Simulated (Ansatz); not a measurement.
## Ansatz (development build ahead of 0.2.0) run

```yaml
crystal:
  periodic: [false, false, false]
  atoms:
    - { symbol: "N", position_ang: [0.0, 0.0, -0.50508] }
    - { symbol: "N", position_ang: [0.0, 0.0, 0.50508] }
basis:
  gaussian: { orbitals: cc-pVTZ }
hamiltonian:
  xc: hf
correlation:
  method: ccsd_t
  frozen_orbitals: { "N": 1 }
```

The input is written out in the form of the current development build from the run's settings.

Results

```yaml
Converged: yes
Reference_energy: -108.97352 hartree
Correlation_energy: -0.37159 hartree
Total_energy: -109.34510 hartree
```
